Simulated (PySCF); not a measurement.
tetrafluoroethylene cation (C₂F₄), SMILES FC(=C(F)F)F (connectivity only; charge and spin as stated), charge +1, multiplicity 2. Atoms are numbered in the order given.

```xyz
6

F      0.0000     1.0804    -1.3504
C      0.0000     0.0000    -0.7098
F      0.0000    -1.0804    -1.3504
C      0.0000     0.0000     0.7098
F      0.0000    -1.0804     1.3504
F      0.0000     1.0804     1.3504
```
Charge +1, spin multiplicity 2.

The structure is a stationary point at PBE0-D3(BJ)/def2-SVP. The multiplicity is an assumed one; other spin states were not compared.

Level of theory: PySCF with B3LYP/pcH-1.

Unrestricted Kohn–Sham, ⟨S²⟩ = 0.751. Hyperfine tensors hold the contact and dipolar terms, without spin-orbit corrections.

Computed hyperfine couplings:
```tsv
nucleus	A(iso) (MHz)	A(iso) (G)	dipolar principal values (MHz)
19F no. 1	90.9	32.4	-207.0, -194.1, 401.1
13C no. 2	8.8	3.1	-40.5, -37.4, 77.9
19F no. 3	90.9	32.4	-207.0, -194.1, 401.1
13C no. 4	8.8	3.1	-40.5, -37.4, 77.9
19F no. 5	90.9	32.4	-207.0, -194.1, 401.1
19F no. 6	90.9	32.4	-207.0, -194.1, 401.1
```

Q: And the g tensor (effective nuclear charges for spin-orbit coupling, GIAO)? (An estimate is asked for; the answer gives what the named calculation found.)

A: principal values 2.0019, 2.0065, 2.0079; isotropic 2.0054.
